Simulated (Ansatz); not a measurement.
Process, species as SMILES: [SiH2] (SiH2) (closed-shell singlet) → 2 H atom + Si atom
B3LYP-D3(BJ)/def2-TZVP geometries, fixed; electronic energies without zero-point terms.

How fast the atomisation energy converges with the basis for several methods (Ansatz, a first-principles code): deviation from each method's own reference, in kcal/mol. References: B3LYP 153.92 kcal/mol, the value in aug-cc-pV(5+d)Z; CCSD(T) 154.08 kcal/mol, Hartree-Fock in aug-cc-pV(Q+d)Z plus the correlation part extrapolated as X^-3 from aug-cc-pV(T+d)Z and aug-cc-pV(Q+d)Z; HF 110.72 kcal/mol, the value in pcseg-4; MP2 148.20 kcal/mol, Hartree-Fock in aug-cc-pV(Q+d)Z plus the correlation part extrapolated as X^-3 from aug-cc-pV(T+d)Z and aug-cc-pV(Q+d)Z; PBE 148.03 kcal/mol, the value in aug-cc-pV(5+d)Z; r2SCAN 149.15 kcal/mol, the value in aug-cc-pV(5+d)Z. Cartesian d functions, on some or all atoms, in 6-31G**; all else is spherical. In correlated methods cores are frozen. A restricted Hartree-Fock determinant is unstable towards unrestricted orbitals. Open shells are unrestricted. No added dispersion term, no relativity. 

```
basis            functions   B3LYP  CCSD(T)      HF     MP2    PBE  r2SCAN
---------------  ---------  ------  -------  ------  ------  -----  ------
3-21G                   17  -12.02   -36.10  -18.30  -37.42  -9.40  -11.37
6-31G**                 29   -1.46   -13.05   -1.42  -13.44  -0.56   -0.94
def2-SVPD               40   -1.31    -9.67   -1.62  -10.53  -0.52   -1.38
pcseg-2                 62   -0.80    -1.97   -0.26   -3.51  -0.69   -0.29
cc-pV(T+d)Z             67   -0.10    -3.98   -0.52   -4.64   0.17   -0.19
jun-cc-pV(T+d)Z         76   -0.23    -3.99   -0.55   -4.65   0.03   -0.23
aug-cc-pV(T+d)Z        101   -0.25    -3.11   -0.49   -3.67  -0.06   -0.19
cc-pV(5+d)Z            210   -0.01    -0.88   -0.08   -0.99   0.01   -0.02
```

Mean absolute deviation over pcseg-2, cc-pV(T+d)Z, jun-cc-pV(T+d)Z, aug-cc-pV(T+d)Z: r2SCAN 0.23, PBE 0.24, B3LYP 0.34, HF 0.46, CCSD(T) 3.26, MP2 4.12 kcal/mol.
